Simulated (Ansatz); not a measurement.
The same path of FH3Si + H2S (8 atoms, charge 0, multiplicity 1) was run twice with different band settings. Lost on the way: Si1–H2, S6–H8. Made: Si1–S6, H2–H8.

Method: Ansatz 0.2.0, RKS B3LYP-D4/def2-SVP.

Relaxed end points:

```xyz
8
Properties=species:S:1:pos:R:3
Si 0.378 0.092 -0.162
H 0.497 0.182 1.316
H 1.720 -0.133 -0.766
H -0.247 1.307 -0.739
F -0.540 -1.211 -0.540
S -3.056 0.135 1.211
H -2.612 -0.808 0.349
H -2.575 -0.543 2.278
```

```xyz
8
Properties=species:S:1:pos:R:3
Si -0.490 -0.041 -0.694
H -0.195 0.462 3.255
H 0.482 -0.888 0.040
H -0.145 1.400 -0.678
F -0.487 -0.555 -2.238
S -2.442 -0.182 0.176
H -2.401 -1.526 0.333
H -0.758 0.351 2.754
```

Common settings: spring 5.0 eV/Å²; optimiser quadratic models (default); start path through a guess of the saddle point; force threshold 0.05 eV/Å; iteration limit 60; end points relaxed.

| run | movable images | climbing image |
| --- | --- | --- |
| 1 | 5 | yes |
| 2 | 8 | no |

**Question.** What does each run give, and how far can it be trusted?

**Answer.** Run 1: converged after 27 iterations, highest image 2.023 eV above the first end. Neighbouring images differ by up to 1.8 eV, so the band resolves the path poorly. A vibrational analysis at the climbing image gives one clearly imaginary mode, 1156i cm⁻¹: a first-order saddle point.
Run 2: converged after 18 iterations, highest image 1.709 eV above the first end. Neighbouring images differ by up to 1.2 eV, so the band resolves the path poorly. No image climbed, so the highest image needn't sit at the top of the path.
The orbitals stay closed-shell, which can raise the energy where a bond breaks towards radicals; this wasn't checked here.
